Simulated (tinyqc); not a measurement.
Pariser-Parr-Pople SCF with singles CI, for the molecule c1ccoc1 (SMILES; centres numbered as the heavy atoms are written), step by step. One step of it, computed by the program tinyqc.

Task: Iteration 1: Fock matrix. F_rr = H_rr + P_rr gamma_rr / 2 + sum_(s != r) P_ss gamma_rs; F_rs = H_rs - P_rs gamma_rs / 2; E = tr P (H + F) / 2 + core repulsion sum_(r<s) z_r z_s gamma_rs.

P at the start:
```
           1C         2C         3C         4O         5C
1C   0.557729   0.335246   0.175492  -0.119659   0.804295
2C   0.335246   0.557389   0.804089  -0.119643   0.175589
3C   0.175492   0.804089   1.455578   0.105851  -0.322316
4O  -0.119659  -0.119643   0.105851   1.974139   0.105902
5C   0.804295   0.175589  -0.322316   0.105902   1.455165
```

core matrix H (eV):
```
            1C          2C          3C          4O          5C
1C  -43.633924   -2.390000    0.000000    0.000000   -2.390000
2C   -2.390000  -43.632188   -2.390000    0.000000    0.000000
3C    0.000000   -2.390000  -47.156794   -2.240000    0.000000
4O    0.000000    0.000000   -2.240000  -62.249896   -2.240000
5C   -2.390000    0.000000    0.000000   -2.240000  -47.155724
```

repulsion gamma_rs (eV):
```
           1C         2C         3C         4O         5C
1C  11.130000   7.552804   5.520570   5.923873   7.552804
2C   7.552804  11.130000   7.554850   5.923004   5.518526
3C   5.520570   7.554850  11.130000   8.700754   5.519866
4O   5.923873   5.923004   8.700754  21.500000   8.702264
5C   7.552804   5.518526   5.519866   8.702264  11.130000
```

Centres (angstrom, eV; a flat drawing with bonds scaled to 1.40 angstrom):
```
centre          x          y  core charge z          W   gamma_rr
1C       1.191000   0.000000              1  11.160000  11.130000
2C       0.368000   1.133000              1  11.160000  11.130000
3C      -0.963000   0.700000              1  11.160000  11.130000
4O      -0.963000  -0.700000              2  33.000000  21.500000
5C       0.368000  -1.133000              1  11.160000  11.130000
```

Give: F; pi energy.

Result:

F (eV):
```
         1C       2C       3C       4O       5C
1C  -5.5996  -3.6560  -0.4844   0.3544  -5.4273
2C  -3.6560  -5.5980  -5.4274   0.3543  -0.4845
3C  -0.4844  -5.4274  -6.5577  -2.7005   0.8896
4O   0.3544   0.3543  -2.7005  -9.0947  -2.7008
5C  -5.4273  -0.4845   0.8896  -2.7008  -6.5553
```

pi energy = -94.5126 eV
